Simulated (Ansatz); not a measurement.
# Al2N: the cost of one run

Method: def2-QZVPP, core rule «outside noble gas», up to 11 orbitals frozen; program: Ansatz 0.2.0, Gaussian basis.

Plan: UHF; ROHF; CCSD(T) on UHF.

2 further runs of the same task are left out: 2 set aside as unsound or not needed.

## (1) The system

The geometry is a PBE0/def2-TZVP stationary point (not a proven minimum).

3 atoms, charge 0, spin multiplicity 2.

Atoms are counted from 1 here; the program's logs count them from 0.

Bond lengths: Al1–N2 1.714 Å, N2–Al3 1.714 Å. Angles: Al1–N2–Al3 180.0°.

As a file:

```xyz
3

Al    0.0000    0.0000    1.7145
N     0.0000    0.0000    0.0000
Al    0.0000    0.0000   -1.7145
```

## (2) UHF

The input, in.yaml:

```yaml
crystal:
  periodic: [false, false, false]
  atoms:
    - {symbol: Al, position_ang: [0.000000, 0.000000, 1.714500]}
    - {symbol: N, position_ang: [0.000000, 0.000000, 0.000000]}
    - {symbol: Al, position_ang: [0.000000, 0.000000, -1.714500]}
basis:
  gaussian: {orbitals: "def2-QZVPP.json"}
magnetization: {spin_polarized: true, initial_magnetization: 1}
hamiltonian: {xc: hf}
output: {orbitals: {seedname: orbitals}}
```

Command:

```sh
> ansatz run in.yaml --threads 1 --pin off --events-out ev --progress --plain --max-ram 2393MiB
```

What time and memory should one allow on 1 thread of Arm Neoverse V2, shared host?

About 63 s, with a peak of 0.54 GiB.
